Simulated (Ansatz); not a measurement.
# The silicon atom: how energies converge with the basis set

Aim: see how fast density functionals and correlated methods converge with the basis set for the silicon atom.

Computed with Ansatz 0.2.0, Gaussian basis. Level: one geometry, several basis sets.

Levels to be run: PBE0/def2-SVP; ωB97M-V/def2-SVP; PBE0/def2-QZVPP; ωB97M-V/def2-QZVPP; CCSD(T)/cc-pV(D+d)Z; CCSD(T)/cc-pV(T+d)Z; CCSD(T)/cc-pV(Q+d)Z; the functionals' def2-TZVPP values are taken from earlier runs.

## (1) The atom

SMILES `[Si]`, 1 atom, charge 0, spin multiplicity 3.

## (2) PBE0 in def2-SVP

The input, in.yaml:

```yaml
crystal:
  periodic: [false, false, false]
  atoms:
    - {symbol: Si, position_ang: [0.000000, 0.000000, 0.000000]}
basis:
  gaussian: {orbitals: def2-SVP}
magnetization: {spin_polarized: true, initial_magnetization: 2}
hamiltonian: {xc: pbe0}
output: {orbitals: {seedname: orbitals}}
```

After this run come: ωB97M-V in def2-SVP; PBE0 in def2-QZVPP; ωB97M-V in def2-QZVPP; CCSD(T) in cc-pV(D+d)Z; CCSD(T) in cc-pV(T+d)Z; CCSD(T) in cc-pV(Q+d)Z.

**Question.** What will the summary of the whole plan be? Wanted: MP2 correlation recovered, cc-pV(D+d)Z; MP2 correlation recovered, cc-pV(T+d)Z; MP2 correlation recovered, cc-pV(Q+d)Z; CCSD(T) limit from def2 sets; PBE0: double and triple zeta above quadruple; ωB97M-V: double and triple zeta above quadruple.

The runs gave:

| quantity | value |
| --- | --- |
| MP2 correlation recovered, cc-pV(D+d)Z | 72.8 % |
| MP2 correlation recovered, cc-pV(T+d)Z | 89.8 % |
| MP2 correlation recovered, cc-pV(Q+d)Z | 95.8 % |
| CCSD(T) limit from def2 sets (earlier runs) less the limit of this series | -39 meV |
| PBE0: double and triple zeta above quadruple | 2.90, 0.25 eV |
| ωB97M-V: double and triple zeta above quadruple | 2.92, 0.25 eV |

PBE0 gains 2.65 eV from double to triple zeta, then 0.25 eV more. Correlation climbs from 73 % (cc-pV(D+d)Z) to 96 % (cc-pV(Q+d)Z) of the limit; Hartree-Fock is 0.016 eV from its own by then. A limit from the def2 sets, made apart, differs by 39 meV, a least measure of the doubt on such a limit. These are total energies; as a rule much of such shifts cancels in differences, which this series doesn't test.
